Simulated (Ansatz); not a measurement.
## Exact exchange and the vertical energy of the triplet above the singlet of SClO2F (sulfuryl chloride fluoride)

SClO2F has 5 atoms, charge 0, and is taken as a singlet. As SMILES, `O=S(=O)(F)Cl`. Geometry: relaxed at PBE0-D4/def2-TZVP.

The vertical energy of the triplet above the singlet y, in eV, basis def2-SVP; a is the functional's share of exact exchange. Programs: Ansatz 0.2.0.

| functional | program | a | y (eV) |
| --- | --- | --- | --- |
| BLYP | Ansatz | 0 | 5.40 |
| r2SCAN | Ansatz | 0 | 5.62 |
| B3LYP | Ansatz | 0.2 | 5.66 |
| PBE0 | Ansatz | 0.25 | ? |
| r2SCAN0 | Ansatz | 0.25 | 5.81 |
| BHLYP | Ansatz | 0.5 | 5.95 |

Task: Fit y = c + s·a to the known rows and predict PBE0.

Result: 
1. Means of the 5 rows: a = 0.1900, y = 5.688.
2. Σ(Δa)² = 0.172, Σ(Δa·Δy) = 0.1559, so the slope is 0.1559/0.172 = 0.9064.
3. Intercept: 5.688 − (0.9064) × 0.1900 = 5.516. The largest residual of the fit is 0.12.
4. PBE0: 5.516 + (0.9064) × 0.25 = 5.74 eV.

The run gave 5.77 eV, so the prediction is off by -0.03 eV, within the largest residual. The rows mix families of semi-local functionals, which the line can't see.
